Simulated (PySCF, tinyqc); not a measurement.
Inside a calculation. Method: MP2 on RHF in the sto-3g basis, for HF, spin multiplicity 1. The lowest restricted solution is unstable here: a spin-polarised one lies 0.0202 hartree lower (PySCF). One step of it, computed by the program tinyqc.

Task: Iteration 1: building the Fock matrix. J_ij = sum D_kl (ij|kl), K_ij = sum D_kl (ik|jl); F = H + J - 0.5 K; E = tr D H + tr D J / 2 - 0.25 tr D K + E_nn.

D at the start:
```
            1F 1s      1F 2s    1F 2px    1F 2py     1F 2pz      2H 1s
1F 1s    2.157454  -0.509027  0.000000  0.000000   0.008267  -0.014604
1F 2s   -0.509027   2.140147  0.000000  0.000000  -0.043720   0.058810
1F 2px   0.000000   0.000000  1.636812  0.000000   0.000000   0.000000
1F 2py   0.000000   0.000000  0.000000  1.636812   0.000000   0.000000
1F 2pz   0.008267  -0.043720  0.000000  0.000000   1.570716   0.171267
2H 1s   -0.014604   0.058810  0.000000  0.000000   0.171267   1.009608
```

core Hamiltonian H = T + V (hartree):
```
             1F 1s       1F 2s     1F 2px     1F 2py     1F 2pz      2H 1s
1F 1s   -40.414677   -9.482405   0.000000   0.000000  -0.006866  -0.703430
1F 2s    -9.482405  -10.892811   0.000000   0.000000  -0.085758  -1.764921
1F 2px    0.000000    0.000000  -8.576781   0.000000   0.000000   0.000000
1F 2py    0.000000    0.000000   0.000000  -8.576781   0.000000   0.000000
1F 2pz   -0.006866   -0.085758   0.000000   0.000000  -8.617494  -1.300833
2H 1s    -0.703430   -1.764921   0.000000   0.000000  -1.300833  -3.947847
```

Two-electron integrals (ij|kl) in chemists' order, unique and non-zero (hartree):
```
(11|11) 5.403501   (21|11) 0.841920   (21|21) 0.156299   (22|11) 1.268028
(22|21) 0.292344   (22|22) 0.926167   (31|31) 0.027998   (32|31) 0.043169
(32|32) 0.204588   (33|11) 1.264502   (33|21) 0.292403   (33|22) 0.925959
(33|33) 0.997514   (41|41) 0.027998   (42|41) 0.043169   (42|42) 0.204588
(43|43) 0.053770   (44|11) 1.264502   (44|21) 0.292403   (44|22) 0.925959
(44|33) 0.889973   (44|44) 0.997514   (51|51) 0.027998   (52|51) 0.043169
(52|52) 0.204588   (53|53) 0.053770   (54|54) 0.053770   (55|11) 1.264502
(55|21) 0.292403   (55|22) 0.925959   (55|33) 0.889973   (55|44) 0.889973
(55|55) 0.997514   (61|11) 0.062621   (61|21) 0.011537   (61|22) 0.021477
(61|33) 0.021448   (61|44) 0.021448   (61|51) 0.000441   (61|52) 0.000837
(61|55) 0.021540   (61|61) 0.000859   (62|11) 0.180205   (62|21) 0.042198
(62|22) 0.151939   (62|33) 0.149669   (62|44) 0.149669   (62|51) 0.002817
(62|52) 0.023383   (62|55) 0.156327   (62|61) 0.003161   (62|62) 0.032423
(63|31) 0.004150   (63|32) 0.025633   (63|53) 0.004745   (63|63) 0.004542
(64|41) 0.004150   (64|42) 0.025633   (64|54) 0.004745   (64|64) 0.004542
(65|11) 0.131850   (65|21) 0.031244   (65|22) 0.120622   (65|33) 0.115748
(65|44) 0.115748   (65|51) 0.005934   (65|52) 0.042797   (65|55) 0.130232
(65|61) 0.002421   (65|62) 0.031749   (65|65) 0.035485   (66|11) 0.386720
(66|21) 0.091983   (66|22) 0.382973   (66|33) 0.372341   (66|44) 0.372341
(66|51) 0.006503   (66|52) 0.077604   (66|55) 0.403982   (66|61) 0.006906
(66|62) 0.112295   (66|65) 0.129134   (66|66) 0.774606
```

nuclear repulsion = 3.50706546 hartree

Give: Coulomb J; exchange K; Fock matrix F; total energy of this density.

Result:

Coulomb J (hartree):
```
         1F 1s  1F 2s  1F 2px  1F 2py  1F 2pz  2H 1s
1F 1s   20.095  3.808   0.000   0.000   0.006  0.281
1F 2s    3.808  9.351   0.000   0.000   0.079  1.532
1F 2px   0.000  0.000   9.332   0.000   0.000  0.000
1F 2py   0.000  0.000   0.000   9.332   0.000  0.000
1F 2pz   0.006  0.079   0.000   0.000   9.363  1.237
2H 1s    0.281  1.532   0.000   0.000   1.237  4.246
```

exchange K (hartree):
```
         1F 1s  1F 2s  1F 2px  1F 2py  1F 2pz  2H 1s
1F 1s   11.271  1.931   0.000   0.000   0.003  0.159
1F 2s    1.931  3.070   0.000   0.000   0.027  0.618
1F 2px   0.000  0.000   2.269   0.000   0.000  0.000
1F 2py   0.000  0.000   0.000   2.269   0.000  0.000
1F 2pz   0.003  0.027   0.000   0.000   2.282  0.473
2H 1s    0.159  0.618   0.000   0.000   0.473  0.975
```

Fock matrix F (hartree):
```
          1F 1s   1F 2s  1F 2px  1F 2py  1F 2pz   2H 1s
1F 1s   -25.955  -6.640   0.000   0.000  -0.003  -0.501
1F 2s    -6.640  -3.077   0.000   0.000  -0.021  -0.541
1F 2px    0.000   0.000  -0.379   0.000   0.000   0.000
1F 2py    0.000   0.000   0.000  -0.379   0.000   0.000
1F 2pz   -0.003  -0.021   0.000   0.000  -0.396  -0.300
2H 1s    -0.501  -0.541   0.000   0.000  -0.300  -0.189
```

total energy of this density = -99.04364 hartree

This density is the starting one; it is not idempotent, so its energy is not variational and may lie below the converged one.
